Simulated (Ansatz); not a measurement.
## C2H6B, SMILES [CH2]BC: a rigid scan of one bond length, step by step

Computed with Ansatz 0.2.0 through its Python package.

Input file `c2h6b.xyz`:
```text
9

C    -0.53100    0.65980   -1.24400
B    -0.01930    0.56020    0.22060
C     0.46260   -0.85720    0.69570
H    -1.25790   -0.07680   -1.45280
H    -1.05320    1.69240   -1.39540
H     0.57070    1.51370    0.64280
H    -0.24140   -1.62920    0.48640
H     1.48110   -1.09430    0.18310
H     0.67690   -0.81510    1.84660
```

Notebook, run cell by cell (the value of a cell's last expression is shown):

**Cell 1**
```python
import ansatz as az
import numpy as np

molecule = az.Crystal.molecule_from_extxyz("c2h6b.xyz")
```

**Cell 2**
```python
symbols = [site.symbol for site in molecule.cartesian_sites]
start = np.array([site.position_ang for site in molecule.cartesian_sites])
axis = (start[5] - start[1]) / np.linalg.norm(start[5] - start[1])
moving = [5]
lengths, energies = [1.054, 1.102, 1.15, 1.198, 1.246, 1.294, 1.342, 1.414], []
for length in lengths:
    xyz = start.copy()
    xyz[moving] += (length - np.linalg.norm(start[5] - start[1])) * axis
    point = az.Crystal.molecule()
    for symbol, place in zip(symbols, xyz):
        point = point.atom(symbol, place.tolist())
    setup = point.calculation().basis(gaussian="6-31G*").correlation("MP2").spin("collinear", total=1)
    r = setup.run(threads=1, backend="cpu").report
    energies.append(r["free_energy_ev"])
    print(f"r = {length:6.3f} A  E = {energies[-1]:.5f} eV  <S^2> = {abs(r['mean_field']['state']['spin_squared']):.3f}")
```
Output:
```text
r =  1.054 A  E = -2833.32904 eV  <S^2> = 0.760
r =  1.102 A  E = -2833.52678 eV  <S^2> = 0.760
r =  1.150 A  E = -2833.63368 eV  <S^2> = 0.760
r =  1.198 A  E = -2833.66872 eV  <S^2> = 0.760
r =  1.246 A  E = -2833.64713 eV  <S^2> = 0.760
r =  1.294 A  E = -2833.58116 eV  <S^2> = 0.760
r =  1.342 A  E = -2833.48069 eV  <S^2> = 0.760
r =  1.414 A  E = -2833.28233 eV  <S^2> = 0.760
```

**Cell 3**
```python
fit = np.polynomial.Polynomial.fit(lengths, np.array(energies) - min(energies), 4).convert()
roots = [r.real for r in fit.deriv().roots() if abs(r.imag) < 1e-9 and fit.deriv(2)(r.real) > 0]
r_e = min(roots, key=lambda r: abs(r - lengths[int(np.argmin(energies))]))
print(f"minimum of the fit at {r_e:.4f} A, force constant {fit.deriv(2)(r_e):.2f} eV/A^2")
```
Output:
```text
minimum of the fit at 1.2016 A, force constant 24.14 eV/A^2
```

Reading the output:
- Total energies depend on the basis set; only differences at equal settings carry meaning.
- The rest of the molecule is held rigid at a force-field or estimated start geometry, and the basis set is modest; single-reference methods fail as a bond breaks.
- The run takes the species as open-shell (spin multiplicity 2), which needn't be its ground state.
- S² is that of the Hartree-Fock reference.
- Wall time of the script: 4.2 s on 1 thread of Arm Neoverse V1, on a shared host, peak memory 0.17 GiB.
